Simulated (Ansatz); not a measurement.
## Ansatz (development build ahead of 0.2.0) run

```yaml
crystal:
  periodic: [false, false, false]
  atoms:
    - { symbol: C, position_ang: [0.0, 0.0, 0.0] }
    - { symbol: F, position_ang: [0.0, 0.0, 1.3992] }
basis:
  gaussian: { orbitals: def2-SVP }
magnetization:
  spin_polarized: true
  initial_magnetization: 1
hamiltonian:
  xc: hf
correlation:
  method: mp2
  frozen_orbitals: { C: 1, F: 1 }
```

The input is written out in the form of the current development build from the run's settings.

Results

```json
{
  "Converged": "yes",
  "Reference energy": "-137.04148 hartree",
  "Correlation energy": "-0.27037 hartree",
  "Total energy": "-137.31186 hartree",
  "Spin squared of the determinant": "0.760",
  "Stability test": "minimum",
  "Occupied orbitals by symmetry in an Abelian subgroup (alpha; beta)": "5 A1 2 B1 1 B2; 5 A1 1 B1 1 B2"
}
```

Messages of the program:
```
mean field -3729.08877843 eV, -137.0414849402 hartree, gradient 2.3e-6 eV, S^2 0.759975; 4 other ends of a descent, 0 dependent functions left out
```
